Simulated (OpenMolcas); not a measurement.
# CH3BN− (SMILES [BH3-]C#N) at CPF/pcseg-0 (electric field -0.002 a.u., field axis y)

What is the energy change on altering one bond length of CH3BN− at CPF/pcseg-0 (electric field -0.002 a.u., field axis y)? 

Program for the calculation: OpenMolcas 26.06.

3 further runs of the same task are left out: 1 that didn't finish, 2 set aside as unsound or not needed.

## (1) The molecule

The species is CH3BN− (6 atoms), meant as a singlet with charge -1. As SMILES, `[BH3-]C#N`. The shape is that of a GFN2-xTB optimisation.

Bond lengths: B1–C2 1.555 Å, C2–N3 1.159 Å, B1–H4 1.224 Å, B1–H5 1.224 Å, B1–H6 1.225 Å. Angles: B1–C2–N3 180.0°, C2–B1–H4 108.7°, C2–B1–H5 108.7°, C2–B1–H6 108.6°, H4–B1–H5 110.3°, H4–B1–H6 110.3°, H5–B1–H6 110.3°.

## (2) The energy at CPF/pcseg-0 (electric field -0.002 a.u., field axis y)

The input, calc.inp:

```
* CH3BN CPF

&GATEWAY
 BasLib=$CurrDir
 Coord
 6
 angstrom
 B       -0.274220       0.361640      -0.245060
 C        0.552190      -0.729680       0.493070
 N        1.168130      -1.542260       1.043470
 H       -1.344600      -0.122440      -0.588070
 H        0.356920       0.734400      -1.225380
 H       -0.458410       1.298330       0.521960
 Basis=pcseg-0
 Group=NoSym

&SEWARD

&FFPT
 Dipole
 Y 0.002

&SCF
 Charge=-1
 PrOrbitals=1

&MOTRA
 Frozen=3

&GUGA
 Electrons=16
 Spin=1
 Inactive=8
 Active=0
 CIAll=1

&CPF
 CPF
```

The basis set pcseg-0 is read from a file made from the Basis Set Exchange's data (not shown).

Run with:

```console
$ export MOLCAS_MEM=1860
$ pymolcas calc.inp > calc.log
```

Output:

```text
--- Start Module: gateway ---
[...]
--- Stop Module: gateway /rc=_RC_ALL_IS_WELL_ ---
[...]
      Basis functions           33
[...]
       Convergence after  14 Iterations
[...]
::    Total SCF energy                               -118.4370404114
[...]
      Total spin, S                                     0.0000000000
[...]
      *** WARNING: Default frozen orbitals is overwritten by user input.
      *** Default values:   3
[...]
--- Start Module: guga ---
[...]
--- Stop Module: guga /rc=_RC_ALL_IS_WELL_ ---
--- Start Module: cpf ---
[...]
      Active orbitals                            0       0
[...]
      Spin quantum number                      0.0
[...]
     FINAL CPF ENERGY         -118.72614494
     FINAL CORRELATION ENERGY   -0.28910453  REFERENCE ENERGY    -118.43704041
[...]
      Total electronic charge=   22.000000
      Total            charge=   -1.000000
[...]
      Dipole Moment (debye):
      Origin of the operator (angstrom)=    0.4623   -0.6106    0.4129
                   X=  1.1601E+00               Y= -1.6639E+00               Z=  1.0353E+00           Total=  2.2773E+00
      Quadrupole Moment (debye*angstrom):
[...]
--- Stop Module: cpf /rc=_RC_ALL_IS_WELL_ ---
[...]
```

Run time: 1.9 s. Hardware: 1 thread of Arm Neoverse V2, shared host; peak memory 0.37 GiB.

## (3) The distorted shape, same level

The input, calc.inp:

```
&GATEWAY
 BasLib = $CurrDir
 Coord
 6
 angstrom
 B       -0.335824       0.442911      -0.300109
 C        0.490586      -0.648409       0.438021
 N        1.168130      -1.542260       1.043470
 H       -1.406204      -0.041169      -0.643119
 H        0.295316       0.815671      -1.280429
 H       -0.520014       1.379601       0.466911
 Basis = pcseg-0
 Group = NoSym

&SEWARD

&FFPT
 Dipole
 Y 0.002

&SCF
 Charge = -1
 PrOrbitals = 1

&MOTRA
 Frozen = 3

&GUGA
 Electrons = 16
 Spin = 1
 Inactive = 8
 Active = 0
 CIAll = 1

&CPF
 CPF
```

The basis set pcseg-0 is read from a file made from the Basis Set Exchange's data (not shown).

Run with:

```console
$ export MOLCAS_MEM=1860
$ pymolcas calc.inp > calc.log
```

Output:

```text
--- Start Module: gateway ---
[...]
--- Stop Module: gateway /rc=_RC_ALL_IS_WELL_ ---
[...]
      Basis functions           33
[...]
       Convergence after  15 Iterations
[...]
::    Total SCF energy                               -118.4073872155
[...]
      Total spin, S                                     0.0000000000
[...]
      *** WARNING: Default frozen orbitals is overwritten by user input.
      *** Default values:   3
[...]
--- Start Module: guga ---
[...]
--- Stop Module: guga /rc=_RC_ALL_IS_WELL_ ---
--- Start Module: cpf ---
[...]
      Active orbitals                            0       0
[...]
      Spin quantum number                      0.0
[...]
     FINAL CPF ENERGY         -118.71412185
     FINAL CORRELATION ENERGY   -0.30673464  REFERENCE ENERGY    -118.40738722
[...]
      Total electronic charge=   22.000000
      Total            charge=   -1.000000
[...]
      Dipole Moment (debye):
      Origin of the operator (angstrom)=    0.4222   -0.5578    0.3771
                   X=  1.1365E+00               Y= -1.6339E+00               Z=  1.0142E+00           Total=  2.2338E+00
      Quadrupole Moment (debye*angstrom):
[...]
--- Stop Module: cpf /rc=_RC_ALL_IS_WELL_ ---
[...]
```

Run time: 1.9 s. Hardware: 1 thread of Arm Neoverse V2, shared host; peak memory 0.37 GiB.

## (4) Results

Level: CPF/pcseg-0 (electric field -0.002 a.u., field axis y), 3 core orbitals frozen.

| quantity | value |
| --- | --- |
| first shape: total energy | -118.72614 Eh |
| first shape: HOMO–LUMO gap (to an unbound level, set by the basis) | 16.78 eV |
| first shape: correlation energy (3 core orbitals frozen) | -289.1 mEh |
| distorted shape: total energy | -118.71412 Eh |
| distorted shape: HOMO–LUMO gap (to an unbound level, set by the basis) | 15.51 eV |
| distorted shape: correlation energy (3 core orbitals frozen) | -306.7 mEh |
| energy change with the C2–N3 bond stretched from 1.159 to 1.275 Å | 0.327 eV |

In words: With the C2–N3 bond stretched from 1.159 to 1.275 Å the energy rises by 0.33 eV (31.6 kJ/mol). The first shape isn't relaxed at this level, so the change isn't measured from a minimum. Mulliken charges (first shape) of the mean-field density run from -0.59 on N3 to +0.12 on B1; they depend strongly on the basis. Mulliken charges (distorted shape) of the mean-field density run from -0.59 on N3 to +0.11 on B1; they depend strongly on the basis.
